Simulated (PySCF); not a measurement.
**Stretching MgP**

Set-up: basis Mg aug-cc-pVDZ, P aug-cc-pV(D+d)Z; no relativity; PySCF 2.14. Energies in eV from Mg + P in their ground configurations at the same level. All curves are PBE0. state 1: ⁴Σ⁻ (quartet), unpaired electrons σ ↑, π ↑↑; state 2: Ms = 0.5 determinant of mixed spin (⟨S²⟩ near 1.8), unpaired electrons σ ↓, π ↑↑, a second solution, started from another occupation; state 3: Ms = 0.5 determinant of mixed spin (⟨S²⟩ near 1.8), unpaired electrons σ ↑, π ↑↓, a mixture of terms (⟨Lz²⟩ = 2.0), a second solution, started from another occupation; state 4: ²Π (doublet), unpaired electrons π ↑, a second solution, started from another occupation.

```
R (Å)  state 1  state 2  state 3  state 4
2.200  -0.3643  -0.2504   0.0281  -0.3121
2.302  -0.6312  -0.5108  -0.2350  -0.3977
2.405  -0.7734  -0.6426  -0.3711  -0.3826
2.481  -0.8215  -0.6801  -0.4127  -0.3261
2.558  -0.8330  -0.6785  -0.4164  -0.2432
2.635  -0.8178  -0.6476  -0.3918  -0.1422
2.737  -0.7692  -0.5738  -0.3281   0.0100
2.865  -0.6822  -0.4484  -0.2186   0.2129
3.018  -0.5641  -0.2753  -0.0690   0.4563
3.223  -0.4144  -0.0431   0.1254   0.7576
```

Question: Put a parabola through the three lowest points of the state 1 curve and estimate Re, k and ωe (reduced mass 13.52 u; 1 eV/Å² = 0.16022 mdyn/Å; ωe = 1302.8·√(k/μ) cm⁻¹).

Answer: Through R = 2.481, 2.558, 2.635 Å the second-order coefficient is 2.25 eV/Å², so Re ≈ 2.553 Å, k ≈ 0.722 mdyn/Å and ωe ≈ 301 cm⁻¹. A polynomial fit of higher order to the unrounded PBE0 energies gives Re = 2.549 Å, k = 0.751 mdyn/Å, ωe = 307 cm⁻¹; anharmonicity and rounding make the difference.

The higher-order fit for each curve: state 1: Re = 2.549 Å, ωe = 307 cm⁻¹, De = 0.83 eV; state 2: Re = 2.515 Å, ωe = 342 cm⁻¹, minimum 0.68 eV below the ground-state fragments; state 3: Re = 2.527 Å, ωe = 329 cm⁻¹, minimum 0.419 eV below the ground-state fragments; state 4: Re = 2.333 Å, ωe = 411 cm⁻¹, minimum 0.402 eV below the ground-state fragments.

⟨S²⟩ is raised (MgP 0.94), so spin contamination touches these numbers. ⟨S²⟩ of the unrestricted solution departs from its pure value on part of the curve, where spin states mix. The state is the lowest determinant that a PBE0 search found; another state may lie lower at other levels.
